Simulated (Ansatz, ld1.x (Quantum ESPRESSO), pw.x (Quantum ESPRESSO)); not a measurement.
# Ru (Z = 44): does the TM potential hold in the solid?

* Element: ruthenium (Ru)
* Generator: ld1.x (Quantum ESPRESSO) 7.5
* Type: norm-conserving Troullier–Martins (Kleinman–Bylander form)
* Functional: PBEsol
* Relativity: scalar-relativistic
* Frozen core: [Kr]
* Valence charge: 8
* Reference configuration: 4d7 5s1 5p0
* Partial waves: 5s (bound): rc 2.90 bohr; 4d (bound): rc 1.85 bohr; 5p (bound, empty): rc 3.65 bohr
* Local potential: the p channel
* Core correction: Bessel-smoothed model core inside 1.60 bohr

Atomic tests: cutoffs needed: 50 Ry and 55 Ry (the cutoffs (Ry, on a coarse ladder) from which the occupation-weighted sum of valence levels, in a spherical-Bessel basis at the reference potential, stays within 10 and 1 mRy of its value at 400 Ry); ghost test: no extra level below or beside the all-electron valence levels (s, d, p, f tested) (spherical-Bessel basis up to 400 Ry, 20 bohr box); configuration tests: 2 of 7 tests not solved or not reliable.

Crystal test: bcc Ru in pw.x 7.5, no spin, 15³ k-points, Fermi–Dirac smearing 0.01 Ry, cutoffs 70/280 Ry. The reference is all-electron LAPW (Ansatz 0.2.0) with the same functional, mesh and smearing; V0 and B0 come from Birch–Murnaghan fits to the pressures at five volumes. Errors are pseudo minus all-electron; Δ is the rms difference of the E(V) curves that follow from these fits, minima aligned, over ±6 % about the mean V0. Mesh and smearing are coarse, so the numbers serve the comparison and aren't converged zero-temperature values; the lattice is a test structure that the element need not adopt.

| V (Å³/atom) | P all-electron (GPa) | P pseudo (GPa) |
| --- | --- | --- |
| 13.080 | 18.34 | 73.97 |
| 13.424 | 8.71 | 58.51 |
| 13.768 | 0.38 | 45.07 |
| 14.112 | -6.82 | 33.39 |
| 14.456 | -13.03 | 23.22 |

All-electron: a0 = 3.021 Å (V0 = 13.79 Å³/atom), B0 = 307.4 GPa.

Pseudopotential: mean pressure error (GPa): +45.32. The pressure does not cross zero within the volumes sampled, so no fit is given. The largest radius (3.65 bohr) exceeds half the bond length (2.47 bohr), so the spheres overlap, which is one possible source of error among others. This is a poor potential for the solid. Atomic configuration tests: 2 of 7 tests not solved or not reliable. The logarithmic derivative shows an extra or strongly shifted pseudo pole above the reference energy (s near 1.65 Ry).

Question: At the middle volume, how do free energy and pressure move when the wave cutoff is lowered (ecutrho kept at four times it)?

Answer:

```json
{"cutoff (Ry)": "32", "shift of F (meV/atom)": "+3303.1", "shift of P (GPa)": "-158.76"}
{"cutoff (Ry)": "42", "shift of F (meV/atom)": "+383.9", "shift of P (GPa)": "-30.75"}
{"cutoff (Ry)": "56", "shift of F (meV/atom)": "+3.5", "shift of P (GPa)": "-0.38"}
```

The 8 pw.x runs together took about 66 s on one core of a shared server CPU.
